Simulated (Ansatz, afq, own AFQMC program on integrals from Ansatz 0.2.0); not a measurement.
**Atomization energy of CuNH₄O, singlet, worked out**

| atom | x (Å) | y (Å) | z (Å) |
| --- | --- | --- | --- |
| N | -1.0422 | 0.6203 | -0.1997 |
| Cu | 0.6618 | -0.2684 | 0.0233 |
| O | 2.2722 | -1.0056 | 0.1470 |
| H | -1.8023 | -0.0402 | -0.3701 |
| H | -1.0292 | 1.2648 | -0.9923 |
| H | -1.3041 | 1.1682 | 0.6214 |
| H | 2.2440 | -1.7391 | 0.7704 |

Basis def2-TZVP. Noble-gas cores (and the filled d shells of Ga–Kr and In–Xe) are frozen. Integrals, coupled cluster, full CI and functionals: Ansatz 0.2.0; the random walks run on the same integrals in our own AFQMC program. The CISD trial takes its coefficients from CCSD amplitudes. Released means that phaseless walkers are propagated on without the constraint, phases kept. Uncertainties: one standard error, sampling alone. The metal's outer-core s and p shells are frozen, which shifts wave-function levels against functionals.

Total energies in eV. CBS is CCSD(T) at the limit of def2-TZVPP/QZVPP (extrapolated itself); the highest rung of each member is named.

Cautions: no relativity below Rb; outer-core shells of the metal frozen; CuNH₄O (singlet): the released value is read at 0.90 1/Eh with a noise of 29 meV, more than in the cases checked (meV from the phaseless value at times in 1/Eh: -1 ± 20 at 0.21, 5 ± 20 at 0.42, 4 ± 28 at 0.63, 25 ± 29 at 0.90), released reference can be 30 meV off for metals; Cu (doublet): its ph-AFQMC/CISD value lies 23 ± 3 meV above CCSDT(Q).

| member | count | CCSD(T)/def2-TZVP | highest rung in def2-TZVP | which | CCSD(T)/CBS |
| --- | --- | --- | --- | --- | --- |
| N (quartet) | +1 | -1483.4543 | -1483.4647 | FCI | -1483.8573 |
| Cu (doublet) | +1 | -44607.1938 | -44607.1759 | CCSDT(Q) | -44611.9227 |
| O (triplet) | +1 | -2040.2212 | -2040.2314 | FCI | -2040.9924 |
| H (doublet) | +4 | -13.6005 | -13.6005 | FCI | -13.6059 |
| CuNH₄O, singlet | -1 | -48206.6025 | -48206.6330 ± 0.0292 | released AFQMC | -48213.7771 |

**Question.** Work out the best estimate of the atomization energy: the CCSD(T)/CBS difference plus the step from CCSD(T) to the highest rung.

**Answer.** Sums with the counts: CCSD(T)/CBS 22.5811 eV, highest rung 21.3590 eV, CCSD(T)/def2-TZVP 21.3312 eV. The step is 21.3590 − 21.3312 = 0.0278 eV, so the best estimate is 22.5811 + (0.0278) = 22.6089 eV, with sampling noise 0.029 eV. The step is under twice that noise, so its sign is open. The basis set is worth 1.250 eV of it. Zero-point, core-correlation and spin–orbit terms aren't in it. Past Ne the Hartree–Fock part of each CBS total tends to overshoot, since the cores don't follow the formula; that largely cancels in the difference.

Best estimates are given only where the step beyond CCSD(T) is under 0.3 eV and no member's determinant is very poor (T1 over 0.05, or 0.07 for open shells, ⟨S²⟩ too high by 0.3, two states mixed), so the hardest cases are missing from such tables.

CCSDT and higher add their correlation energy to the determinant of the CCSD(T) run, since their own runs factorise the integrals more tightly (a shift of under 2 meV). Each member of a difference takes its own highest rung, so a best estimate needn't equal the limit plus the step of one row. Released energies are given only where the last usable release times agree within the noise; a slower fall can still hide under it.
